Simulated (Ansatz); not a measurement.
Born–Oppenheimer molecular dynamics of BF2H2 (5 atoms, charge 0, multiplicity 2). It starts at the highest image of a converged band, a first-order saddle point between two minima.

The calculation used UKS B3LYP/def2-SVP (Ansatz 0.2.0).

* ensemble: NVE (velocity Verlet)
* time step: 0.5 fs
* steps asked: 200
* starting velocities drawn for: 100 K
* seed: 11351

First frame:

```xyz
5
Properties=species:S:1:pos:R:3
B 0.000 -0.027 -0.049
H 0.000 -0.012 1.544
F 1.136 0.003 -0.704
F -1.136 0.003 -0.704
H 0.000 0.033 2.433
```

Problem. How far do the bonds stretch over the last three quarters of this one trajectory? (Pairs bonded in most of those frames.)

Solution. 
```tsv
bond	mean (Å)	spread (Å)	shortest	longest
B1–F3	1.308	0.009	1.30	1.32
B1–F4	1.310	0.009	1.30	1.32
H2–H5	0.771	0.020	0.75	0.82
```

Mean temperature of the second half: 583 K. The conserved energy stayed within 0.03 meV per atom of its start (net change -0.012 meV per atom), so the integration is sound. The kinetic energy rose, since the run started high on the potential surface and went downhill. It ends in pieces (BF2 + H2), so much of that is their flight and rotation, not heat. A run of 0.1 ps of so small a system gives no equilibrium averages.

Time of the run: 4.8 min on 1 thread of Arm Neoverse V1, on a shared host, peak memory 0.11 GiB.
